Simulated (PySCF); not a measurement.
Compound: carbon suboxide, C3O2.
Bonds: O1–C2 (double), C2–C3 (double), C3–C4 (double), C4–O5 (double).

All values: wB97X-D/pcSseg-2 (PySCF, non-relativistic), on one gas-phase PBE0-D3(BJ)/def2-TZVP geometry that isn't relaxed in the solvent. The solvent is an IEF-PCM continuum (cavity from Bondi-type radii × 1.2). The model holds no explicit solvent molecules, cavitation or dispersion.

Gas phase at wB97X-D/pcSseg-2: HOMO -10.17 eV, LUMO -0.07 eV, dipole 0.00 D.

Task: What does the continuum do to the energy, the frontier levels and the dipole at wB97X-D/pcSseg-2 in chloroform?

Result: 
```json
{"solvent": "chloroform", "ε": "4.711", "E(solvent) − E(gas) (kJ/mol)": "-4.98", "polarisation term (kJ/mol)": "-5.42", "distortion of the solute (kJ/mol)": "0.44", "HOMO (eV)": "-10.03", "LUMO (eV)": "0.07", "dipole (D)": "0.00"}
```

Polarisation term: ½ Σ q·V over the induced surface charges. Distortion: the rise of the solute's own energy as its density leaves the gas-phase optimum. Charge and dipole vanish, so a point-dipole model would give no lowering at all.

The run took 17 s on Arm Neoverse N1, one thread, shared host with 64 logical CPUs at a one-minute load of 53, and the process peaked at 0.76 GiB of memory. This is the whole shielding run at wB97X-D/pcSseg-2 in chloroform, SCF included.

The pairwise dispersion term of wB97X-D wasn't added to the energies; at a given geometry it leaves orbitals and properties as they are.
